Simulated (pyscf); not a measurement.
Thermochemistry of product channels of F–SiH₃ + ammonia (NH₃) on the singlet surface, in eV, from ωB97M-D3(BJ)/def2-TZVP energies (ideal gas, 1 atm, RRHO with modes under 100 cm⁻¹ raised to 100, one conformer, R ln 2 for rigid chiral ones). Optimised with ωB97X-D3(BJ)/def2-SVP in PySCF.

| products | ΔE | ΔH(298 K) | ΔG(298 K) | ΔG(600 K) |
|---|---|---|---|---|
| H₂N–SiH₂–F + hydrogen (H₂) | ___ | -0.70 | -0.64 | -0.60 |
| silylamine (H₂N–SiH₃) + hydrogen fluoride (HF) | +0.91 | +0.86 | +0.84 | ___ |

### Question
Fill in the missing entries.

### Answer

- H₂N–SiH₂–F + hydrogen (H₂), ΔE: -0.57
- silylamine (H₂N–SiH₃) + hydrogen fluoride (HF), ΔG(600 K): +0.81

These are energies of the channels, which say nothing of barriers.
